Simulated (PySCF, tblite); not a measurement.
# H3O+: deprotonation, part 2 of 2

tblite 0.8.0 and PySCF 2.14.0. Atoms count from 0. The steps go on from the part before.

### Step 12. Deprotonation: wB97X-D3(BJ)/ma-def2-TZVP

This step combines the energies above: geometries from PBE0-D3(BJ)/ma-def2-SVP, zero-point and thermal terms from PBE0-D3(BJ)/ma-def2-SVP.

What the job is given:

```
{"job": {"kind": "ac", "geom": {"xc": "PBE0", "basis": "ma-def2-SVP", "d3": "d3bj", "grid": 1}, "hess": 1, "level": {"xc": "wB97X", "basis": "ma-def2-TZVP", "d3": "d3bj"}}, "charge": 1, "multiplicity": 1}
O      0.010861     0.002130     0.187526
H      0.037548    -0.941080    -0.080486
H     -0.831036     0.444427    -0.052564
H      0.802934     0.504070    -0.100162
```

Output (the driver's rows laid out field by field):

```text
deprotonation site by site, wB97X-D3(BJ)/ma-def2-TZVP // PBE0-D3(BJ)/ma-def2-SVP

row 1
  formula                 H2O
  charge                  0
  multiplicity            1
  smiles                  O
  kept                    yes
  pieces                  1
  point_group             C2v
  atom                    0
  element                 O
  electronic              723.34
  enthalpy                695.78
  free_energy             664.76
  share_gas               1.0
```

Wall time 4.9 s (1 thread of Arm Neoverse V2, shared host).

Energy needed to remove a proton (kJ/mol, gas phase, 298 K for the thermal columns):

| site | product | electronic | enthalpy | free energy |
| --- | --- | --- | --- | --- |
| O0 | O | 723.3 | 695.8 | 664.8 |

### Step 13. Single point (H3O+): wavefunction

Geometry: PBE0-D3(BJ)/ma-def2-SVP.

What the job is given:

```
{"job": {"kind": "sp", "xc": "CCSD(T)", "basis": "aug-cc-pVTZ", "grid": 2}, "charge": 1, "multiplicity": 1}
O      0.010861     0.002130     0.187526
H      0.037548    -0.941080    -0.080486
H     -0.831036     0.444427    -0.052564
H      0.802934     0.504070    -0.100162
```

Method: wavefunction single point, frozen core, gas phase.

The log of the run:

```text
final grid: 27328 points
cycle   1  E = -76.3142991974  dE =  3.246e-01  |g| = 3.047e-01  |ddm| = 3.355e+00
cycle   2  E = -76.3383823231  dE = -2.408e-02  |g| = 7.677e-02  |ddm| = 6.614e-01
cycle   3  E = -76.3394298232  dE = -1.048e-03  |g| = 3.011e-02  |ddm| = 1.503e-01
cycle   4  E = -76.3395881308  dE = -1.583e-04  |g| = 6.491e-03  |ddm| = 4.312e-02
cycle   5  E = -76.3396003222  dE = -1.219e-05  |g| = 1.541e-03  |ddm| = 1.217e-02
cycle   6  E = -76.3396012646  dE = -9.424e-07  |g| = 2.383e-04  |ddm| = 2.734e-03
cycle   7  E = -76.3396012965  dE = -3.191e-08  |g| = 3.964e-05  |ddm| = 6.989e-04
cycle   8  E = -76.3396012974  dE = -8.991e-10  |g| = 6.251e-06  |ddm| = 1.156e-04
converged SCF energy = -76.3396012974
E(HF, exact integrals) = -76.3395969577
E(MP2) = -76.6000813454
E(CCSD) = -76.6081663357
E(CCSD(T)) = -76.6155071713
T1 diagnostic = 0.0063
```

Wall time 17 s (1 thread of Arm Neoverse V2, shared host); peak memory 1.1 GiB.

### Step 14. Single point (H2O): wavefunction

Geometry: PBE0-D3(BJ)/ma-def2-SVP.

What the job is given:

```
{"job": {"kind": "sp", "xc": "CCSD(T)", "basis": "aug-cc-pVTZ", "grid": 2}, "charge": 0, "multiplicity": 1}
O      0.016066    -0.025277     0.195292
H     -0.744748     0.372417    -0.238191
H      0.734125     0.598209     0.052610
```

Level: wavefunction single point, frozen core, gas phase.

The log of the run:

```text
final grid: 21952 points
cycle   1  E = -76.0243577974  dE = -1.505e-01  |g| = 4.360e-01  |ddm| = 2.787e+00
cycle   2  E = -76.0497062014  dE = -2.535e-02  |g| = 2.609e-01  |ddm| = 7.445e-01
cycle   3  E = -76.0601271333  dE = -1.042e-02  |g| = 2.578e-02  |ddm| = 2.812e-01
cycle   4  E = -76.0602797661  dE = -1.526e-04  |g| = 5.751e-03  |ddm| = 3.220e-02
cycle   5  E = -76.0602941327  dE = -1.437e-05  |g| = 1.213e-03  |ddm| = 1.047e-02
cycle   6  E = -76.0602950667  dE = -9.340e-07  |g| = 2.291e-04  |ddm| = 2.725e-03
cycle   7  E = -76.0602951049  dE = -3.816e-08  |g| = 3.545e-05  |ddm| = 7.396e-04
cycle   8  E = -76.0602951057  dE = -7.671e-10  |g| = 4.229e-06  |ddm| = 1.046e-04
converged SCF energy = -76.0602951057
E(HF, exact integrals) = -76.0602995859
E(MP2) = -76.3289798477
E(CCSD) = -76.3336484482
E(CCSD(T)) = -76.3423157217
T1 diagnostic = 0.0101
```

It took 6.6 s on 1 thread of Arm Neoverse V2, shared host; peak memory 0.57 GiB.

### Step 15. Deprotonation: CCSD(T)/aug-cc-pVTZ

This step combines the energies above: geometries from PBE0-D3(BJ)/ma-def2-SVP, zero-point and thermal terms from PBE0-D3(BJ)/ma-def2-SVP.

What the job is given:

```
{"job": {"kind": "ac", "geom": {"xc": "PBE0", "basis": "ma-def2-SVP", "d3": "d3bj", "grid": 1}, "hess": 1, "level": {"xc": "CCSD(T)", "basis": "aug-cc-pVTZ"}}, "charge": 1, "multiplicity": 1}
O      0.010861     0.002130     0.187526
H      0.037548    -0.941080    -0.080486
H     -0.831036     0.444427    -0.052564
H      0.802934     0.504070    -0.100162
```

Output (the driver's rows laid out field by field):

```text
deprotonation site by site, CCSD(T)/aug-cc-pVTZ // PBE0-D3(BJ)/ma-def2-SVP

row 1
  formula                 H2O
  charge                  0
  multiplicity            1
  smiles                  O
  kept                    yes
  pieces                  1
  point_group             C2v
  atom                    0
  element                 O
  electronic              717.26
  enthalpy                689.71
  free_energy             658.68
  share_gas               1.0
```

Wall time 24 s (1 thread of Arm Neoverse V2, shared host); peak memory 0.57 GiB.

Energy needed to remove a proton (kJ/mol, gas phase, 298 K for the thermal columns):

```
site  product  electronic  enthalpy  free energy
  O0        O       717.3     689.7        658.7
```

### Step 16. Single point (H3O+): wavefunction

Geometry: PBE0-D3(BJ)/ma-def2-SVP.

What the job is given:

```
{"job": {"kind": "sp", "xc": "MP2", "basis": "aug-cc-pVTZ", "grid": 2}, "charge": 1, "multiplicity": 1}
O      0.010861     0.002130     0.187526
H      0.037548    -0.941080    -0.080486
H     -0.831036     0.444427    -0.052564
H      0.802934     0.504070    -0.100162
```

Method: wavefunction single point, frozen core, gas phase.

The log of the run:

```text
final grid: 27328 points
cycle   1  E = -76.3142991974  dE =  3.246e-01  |g| = 3.047e-01  |ddm| = 3.355e+00
cycle   2  E = -76.3383823231  dE = -2.408e-02  |g| = 7.677e-02  |ddm| = 6.614e-01
cycle   3  E = -76.3394298232  dE = -1.048e-03  |g| = 3.011e-02  |ddm| = 1.503e-01
cycle   4  E = -76.3395881308  dE = -1.583e-04  |g| = 6.491e-03  |ddm| = 4.312e-02
cycle   5  E = -76.3396003222  dE = -1.219e-05  |g| = 1.541e-03  |ddm| = 1.217e-02
cycle   6  E = -76.3396012646  dE = -9.424e-07  |g| = 2.383e-04  |ddm| = 2.734e-03
cycle   7  E = -76.3396012965  dE = -3.191e-08  |g| = 3.964e-05  |ddm| = 6.989e-04
cycle   8  E = -76.3396012974  dE = -8.991e-10  |g| = 6.251e-06  |ddm| = 1.156e-04
converged SCF energy = -76.3396012974
E(HF, exact integrals) = -76.3395969577
E(MP2) = -76.6000813324
```

Run time: 1.2 s. Hardware: 1 thread of Arm Neoverse V2, shared host.

### Step 17. Single point (H₂O): wavefunction

Geometry: PBE0-D3(BJ)/ma-def2-SVP.

What the job is given:

```
{"job": {"kind": "sp", "xc": "MP2", "basis": "aug-cc-pVTZ", "grid": 2}, "charge": 0, "multiplicity": 1}
O      0.016066    -0.025277     0.195292
H     -0.744748     0.372417    -0.238191
H      0.734125     0.598209     0.052610
```

Method: wavefunction single point, frozen core, gas phase.

The log of the run:

```text
final grid: 21952 points
cycle   1  E = -76.0243577974  dE = -1.505e-01  |g| = 4.360e-01  |ddm| = 2.787e+00
cycle   2  E = -76.0497062014  dE = -2.535e-02  |g| = 2.609e-01  |ddm| = 7.445e-01
cycle   3  E = -76.0601271333  dE = -1.042e-02  |g| = 2.578e-02  |ddm| = 2.812e-01
cycle   4  E = -76.0602797661  dE = -1.526e-04  |g| = 5.751e-03  |ddm| = 3.220e-02
cycle   5  E = -76.0602941327  dE = -1.437e-05  |g| = 1.213e-03  |ddm| = 1.047e-02
cycle   6  E = -76.0602950667  dE = -9.340e-07  |g| = 2.291e-04  |ddm| = 2.725e-03
cycle   7  E = -76.0602951049  dE = -3.816e-08  |g| = 3.545e-05  |ddm| = 7.396e-04
cycle   8  E = -76.0602951057  dE = -7.671e-10  |g| = 4.229e-06  |ddm| = 1.046e-04
converged SCF energy = -76.0602951057
E(HF, exact integrals) = -76.0602995859
E(MP2) = -76.3289797297
```

Run time: 0.59 s. Hardware: 1 thread of Arm Neoverse V2, shared host.

### Step 18. Deprotonation: MP2/aug-cc-pVTZ

This step combines the energies above: geometries from PBE0-D3(BJ)/ma-def2-SVP, zero-point and thermal terms from PBE0-D3(BJ)/ma-def2-SVP.

What the job is given:

```
{"job": {"kind": "ac", "geom": {"xc": "PBE0", "basis": "ma-def2-SVP", "d3": "d3bj", "grid": 1}, "hess": 1, "level": {"xc": "MP2", "basis": "aug-cc-pVTZ"}}, "charge": 1, "multiplicity": 1}
O      0.010861     0.002130     0.187526
H      0.037548    -0.941080    -0.080486
H     -0.831036     0.444427    -0.052564
H      0.802934     0.504070    -0.100162
```

Output (the driver's rows laid out field by field):

```text
deprotonation site by site, MP2/aug-cc-pVTZ // PBE0-D3(BJ)/ma-def2-SVP

row 1
  formula                 H2O
  charge                  0
  multiplicity            1
  smiles                  O
  kept                    yes
  pieces                  1
  point_group             C2v
  atom                    0
  element                 O
  electronic              711.78
  enthalpy                684.22
  free_energy             653.2
  share_gas               1.0
```

Run time: 1.9 s. Hardware: 1 thread of Arm Neoverse V2, shared host.

Energy needed to remove a proton (kJ/mol, gas phase, 298 K for the thermal columns):

```
site  product  electronic  enthalpy  free energy
  O0        O       711.8     684.2        653.2
```

### Step 19. Single point (H₃O+): HF/aug-cc-pVTZ

Geometry: PBE0-D3(BJ)/ma-def2-SVP.

What the job is given:

```
{"job": {"kind": "sp", "xc": "HF", "basis": "aug-cc-pVTZ", "grid": 2}, "charge": 1, "multiplicity": 1}
O      0.010861     0.002130     0.187526
H      0.037548    -0.941080    -0.080486
H     -0.831036     0.444427    -0.052564
H      0.802934     0.504070    -0.100162
```

The log of the run:

```text
final grid: 27328 points
cycle   1  E = -76.3142991974  dE =  3.246e-01  |g| = 3.047e-01  |ddm| = 3.355e+00
cycle   2  E = -76.3383823231  dE = -2.408e-02  |g| = 7.677e-02  |ddm| = 6.614e-01
cycle   3  E = -76.3394298232  dE = -1.048e-03  |g| = 3.011e-02  |ddm| = 1.503e-01
cycle   4  E = -76.3395881308  dE = -1.583e-04  |g| = 6.491e-03  |ddm| = 4.312e-02
cycle   5  E = -76.3396003222  dE = -1.219e-05  |g| = 1.541e-03  |ddm| = 1.217e-02
cycle   6  E = -76.3396012646  dE = -9.424e-07  |g| = 2.383e-04  |ddm| = 2.734e-03
cycle   7  E = -76.3396012965  dE = -3.191e-08  |g| = 3.964e-05  |ddm| = 6.989e-04
cycle   8  E = -76.3396012974  dE = -8.991e-10  |g| = 6.251e-06  |ddm| = 1.156e-04
converged SCF energy = -76.3396012974
```

It took 0.15 s on 1 thread of Arm Neoverse V2, shared host.

### Step 20. Single point (H2O): HF/aug-cc-pVTZ

Geometry: PBE0-D3(BJ)/ma-def2-SVP.

What the job is given:

```
{"job": {"kind": "sp", "xc": "HF", "basis": "aug-cc-pVTZ", "grid": 2}, "charge": 0, "multiplicity": 1}
O      0.016066    -0.025277     0.195292
H     -0.744748     0.372417    -0.238191
H      0.734125     0.598209     0.052610
```

The log of the run:

```text
final grid: 21952 points
cycle   1  E = -76.0243577974  dE = -1.505e-01  |g| = 4.360e-01  |ddm| = 2.787e+00
cycle   2  E = -76.0497062014  dE = -2.535e-02  |g| = 2.609e-01  |ddm| = 7.445e-01
cycle   3  E = -76.0601271333  dE = -1.042e-02  |g| = 2.578e-02  |ddm| = 2.812e-01
cycle   4  E = -76.0602797661  dE = -1.526e-04  |g| = 5.751e-03  |ddm| = 3.220e-02
cycle   5  E = -76.0602941327  dE = -1.437e-05  |g| = 1.213e-03  |ddm| = 1.047e-02
cycle   6  E = -76.0602950667  dE = -9.340e-07  |g| = 2.291e-04  |ddm| = 2.725e-03
cycle   7  E = -76.0602951049  dE = -3.816e-08  |g| = 3.545e-05  |ddm| = 7.396e-04
cycle   8  E = -76.0602951057  dE = -7.671e-10  |g| = 4.229e-06  |ddm| = 1.046e-04
converged SCF energy = -76.0602951057
```

It took 0.1 s on 1 thread of Arm Neoverse V2, shared host.

### Step 21. Deprotonation: HF/aug-cc-pVTZ

This step combines the energies above: geometries from PBE0-D3(BJ)/ma-def2-SVP, zero-point and thermal terms from PBE0-D3(BJ)/ma-def2-SVP.

What the job is given:

```
{"job": {"kind": "ac", "geom": {"xc": "PBE0", "basis": "ma-def2-SVP", "d3": "d3bj", "grid": 1}, "hess": 1, "level": {"xc": "HF", "basis": "aug-cc-pVTZ"}}, "charge": 1, "multiplicity": 1}
O      0.010861     0.002130     0.187526
H      0.037548    -0.941080    -0.080486
H     -0.831036     0.444427    -0.052564
H      0.802934     0.504070    -0.100162
```

Output (the driver's rows laid out field by field):

```text
deprotonation site by site, HF/aug-cc-pVTZ // PBE0-D3(BJ)/ma-def2-SVP

row 1
  formula                 H2O
  charge                  0
  multiplicity            1
  smiles                  O
  kept                    yes
  pieces                  1
  point_group             C2v
  atom                    0
  element                 O
  electronic              733.32
  enthalpy                705.76
  free_energy             674.74
  share_gas               1.0
```

Wall time 0.31 s (1 thread of Arm Neoverse V2, shared host).

Energy needed to remove a proton (kJ/mol, gas phase, 298 K for the thermal columns):

```
site  product  electronic  enthalpy  free energy
  O0        O       733.3     705.8        674.7
```

### Step 22. Summary of results

This closing draws on all 2 parts.

| quantity | value |
| --- | --- |
| strongest single infrared mode (GFN2-xTB) | 954 cm⁻¹, 688 km/mol |
| zero-point energy (GFN2-xTB) | 19.3 kcal/mol |
| point group | C3v |
| rotational constants (main isotopes) | 331.01, 330.88, 187.46 GHz |
| ΔH of deprotonation, O0 (wB97X-D3(BJ)/ma-def2-TZVP) | 695.8 kJ/mol |
| ΔH of deprotonation, O0 (CCSD(T)/aug-cc-pVTZ) | 689.7 kJ/mol |
| ΔH of deprotonation, O0 (MP2/aug-cc-pVTZ) | 684.2 kJ/mol |
| ΔH of deprotonation, O0 (HF/aug-cc-pVTZ) | 705.8 kJ/mol |

**Reading.** All 6 modes are real, so the xTB geometry is a minimum. The strongest single mode, at 954 cm⁻¹, moves mainly H1, H3 and H2. GFN2-xTB is a fitted tight-binding method: band positions and strengths are rough. Its intensities can rank the bands wrongly. With PBE0/ma-def2-SVP, its start was all but relaxed already: 2 steps gained 1.5 meV. The ΔH of deprotonation at O0 is 695.8 kJ/mol at wB97X-D3(BJ)/ma-def2-TZVP; zero-point and thermal terms move it by -27.5 kJ/mol from the electronic value.
